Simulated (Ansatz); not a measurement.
# ClH4Si2: the cost of one run

Computed with Ansatz 0.2.0. Level: RHF/def2-SVPD.

## (1) The system as given

7 atoms, charge -1, spin multiplicity 1.

Atoms are counted from 1 here; the program's logs count them from 0.

Bond lengths: Si1–Si2 2.398 Å, Si1–H4 1.522 Å, Si1–H5 1.528 Å, Si1–H6 1.524 Å, Si2–Cl3 2.289 Å, Si2–H7 1.558 Å. Angles: Si2–Si1–H4 113.9°, Si2–Si1–H5 111.2°, Si2–Si1–H6 120.4°, H4–Si1–H5 102.8°, H4–Si1–H6 103.1°, H5–Si1–H6 103.6°, Si1–Si2–Cl3 94.5°, Si1–Si2–H7 89.6°, Cl3–Si2–H7 95.0°.

Coordinates:

```xyz
7

Si   -0.6851    0.4009   -0.3050
Si    1.3834   -0.8035   -0.4441
Cl    0.9519   -2.1136    1.3831
H    -1.9006   -0.4123   -0.7273
H    -0.7080    1.5753   -1.2826
H    -1.1275    1.0244    1.0137
H     2.0858    0.3288    0.3624
```

This geometry comes from a loose relaxation at PBE in a small basis, which is not shown.

## (3) The grid

- bond length Si1–H4: 15 values from 1.261 to 1.951 Å
- bond length Si1–H6: 15 values from 1.320 to 1.875 Å

Nothing else is relaxed (all other coordinates rigid). Energies count from the relaxed molecule at the same level. Points are written as (first, second).

(The set-up runs are not shown.)

## (4) Point (1.507 Å, 1.519 Å)

Contents of input.yaml:

```yaml
crystal:
  periodic: [false, false, false]
  atoms:
    - { symbol: Si, position_ang: [-0.717007, 0.412596, -0.315282] }
    - { symbol: Si, position_ang: [1.369125, -0.784029, -0.426637] }
    - { symbol: Cl, position_ang: [0.971132, -2.107819, 1.41439] }
    - { symbol: H, position_ang: [-1.905272, -0.404359, -0.753071] }
    - { symbol: H, position_ang: [-0.713186, 1.584275, -1.26294] }
    - { symbol: H, position_ang: [-1.137194, 1.006524, 1.018155] }
    - { symbol: H, position_ang: [2.122381, 0.296745, 0.339948] }
total_charge: -1
basis:
  gaussian: { orbitals: def2-SVPD }
hamiltonian:
  xc: hf
output:
  forces: true
```

Launch:

```sh
> ansatz run input.yaml --threads 1 --pin off --max-ram 2560MiB --backend cpu --events-out ev --progress --plain --runs-dir out
```

**Question.** How long does this run take on 1 thread of Arm Neoverse V2, shared host, and how much memory does it need?

About 1.4 s, with a peak of 0.19 GiB.
